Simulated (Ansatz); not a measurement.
Compare A (`CC(C)C(F)F`) with its isomer B (`CC(CF)CF`).

Isolated molecules relaxed with PBE0-D4/def2-TZVP in Ansatz; ΔE leaves out vibrations. CCSD(T)/CBS adds triple-zeta CCSD(T) − MP2 to the extrapolated MP2 energy (def2 sets, frozen cores). Functionals use def2-TZVPP. B3LYP here is the variant with VWN-RPA as its local correlation; programs differ in this. Each species was taken in one conformer, which may not be the lowest.

A:

Z-matrix (Å, degrees):
```
C
C 1 1.522
H 1 1.093 2 111.8
H 1 1.091 2 110.3 3 -119.9
H 1 1.092 2 110.8 3 120.6
C 2 1.521 1 112.2 3 179.3
C 2 1.511 1 109.9 3 -56.0
H 2 1.097 1 108.8 3 58.5
H 6 1.091 2 111.5 1 -179.7
H 6 1.092 2 110.8 1 59.7
H 6 1.092 2 110.1 1 -59.6
F 7 1.360 2 110.8 1 175.6
F 7 1.362 2 111.0 1 -65.9
H 7 1.096 2 112.9 1 54.8
```

B:

```xyz
14

C    -0.198   -1.445   -0.170
C     0.152   -0.067    0.372
C     1.203    0.588   -0.497
F     1.616    1.786    0.064
C    -1.071    0.813    0.512
F    -1.694    0.971   -0.718
H    -0.926   -1.942    0.475
H     0.687   -2.083   -0.230
H    -0.634   -1.372   -1.169
H     0.574   -0.169    1.380
H     0.807    0.805   -1.493
H     2.083   -0.054   -0.593
H    -0.800    1.808    0.874
H    -1.798    0.363    1.194
```

(1) Which isomer does CCSD(T)/CBS put lower? Give the gap. (Estimate.)

(2) Give E(B) − E(A) in kcal/mol with LDA (SPW92), CCSD(T)/def2-TZVPP, PBE-D4, CCSD(T)/def2-SVP, B3LYP-D4, BLYP-D4, MP2/def2-TZVPP. (Estimate.)

(3) Does the order hold for the free energy at 298.15 K (harmonic terms from PBE0-D4)? (Estimate.)

Largest T1 diagnostic: 0.010.

## Answers

(1) Ansatz gave: A, by 10.0 kcal/mol.

(2) Computed: LDA (SPW92) 11.8, CCSD(T)/def2-TZVPP 10.3, PBE-D4 10.2, CCSD(T)/def2-SVP 11.8, B3LYP-D4 9.5, BLYP-D4 9.2, MP2/def2-TZVPP 10.7. None reverses the order clearly.

(3) Computed: Yes: G(B) − G(A) = +10.2 kcal/mol, for one conformer each.

At CCSD(T), def2-SVP lies +1.8 kcal/mol from the extrapolated value and def2-TZVPP +0.3 kcal/mol. In def2-TZVPP, CCSD(T) changes the Hartree–Fock value by +0.7 kcal/mol (the triples alone add +0.2 kcal/mol) and MP2 by +1.2 kcal/mol.
